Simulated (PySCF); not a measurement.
## Continuum solvent and chemical shifts

Geometry (Å), atoms numbered from 1 in this order:
```xyz
16

C    -2.3801    0.2800   -0.2062
C    -1.1255   -0.3014    0.4250
C     0.1558    0.1969   -0.2273
C     1.4145   -0.3810    0.3902
C     2.6909    0.1276   -0.2150
O     2.7520    0.9412   -1.0975
H    -2.3878    1.3796   -0.1367
H    -3.2922   -0.0916    0.2844
H    -2.4456    0.0194   -1.2747
H    -1.1049   -0.0575    1.5024
H    -1.1593   -1.4043    0.3706
H     0.1456   -0.0370   -1.3055
H     0.2035    1.2977   -0.1735
H     1.4694   -0.1741    1.4766
H     1.4365   -1.4856    0.3230
H     3.6273   -0.3101    0.2234
```

GIAO PBE0/pcSseg-1 in PySCF 2.14.0 with density-fitted response routines on one PBE0-D3(BJ)/def2-SVP conformer, non-relativistic, equivalent nuclei averaged. Solvents enter as an IEF-PCM continuum (chloroform with ε = 4.7, dichloromethane with ε = 8.9, methanol with ε = 32.6) around the gas-phase geometry. Shifts are referred to TMS computed in the same medium.

Gas phase, δ in ppm: C5 204.0, C4 49.8, C3 26.0, C2 25.6, C1 16.5, H16 9.91, H14/H15 2.24, H12/H13 1.34, H10/H11 1.08, H7/H8/H9 1.05. Dipole moment 2.69 D.

(1) How does each δ change in the continuum?

(2) Which nuclei move most (in ppm), and what does the model miss?

Answers

(1) 
```
   atoms                              environment  Δδ, chloroform  Δδ, dichloromethane  Δδ, methanol
      C5                 aldehyde carbonyl carbon            +6.7                 +8.1          +9.4
      C4                  sp3 CH2 α to a carbonyl            +0.7                 +0.8          +0.9
      C3                                  sp3 CH2            +0.3                 +0.4          +0.5
      C2                                  sp3 CH2            +0.3                 +0.3          +0.3
      C1                            methyl carbon            +0.2                 +0.3          +0.4
     H16  hydrogen on an aldehyde carbonyl carbon            0.00                +0.01         +0.01
 H14/H15   hydrogen on an sp3 CH2 α to a carbonyl           +0.24                +0.29         +0.35
 H12/H13                   hydrogen on an sp3 CH2           -0.09                -0.12         -0.15
 H10/H11                   hydrogen on an sp3 CH2           +0.05                +0.06         +0.08
H7/H8/H9              hydrogen on a methyl carbon           -0.02                -0.02         -0.03
```

Changes are relative to the gas phase. The dipole moment becomes 3.29 D in chloroform, 3.43 D in dichloromethane, 3.56 D in methanol.

(2) C5 (aldehyde carbonyl carbon, +9.4 ppm) in methanol. A continuum only polarises the solute; specific hydrogen bonds, the anisotropy of aromatic solvents and changes of geometry or conformer are outside it.
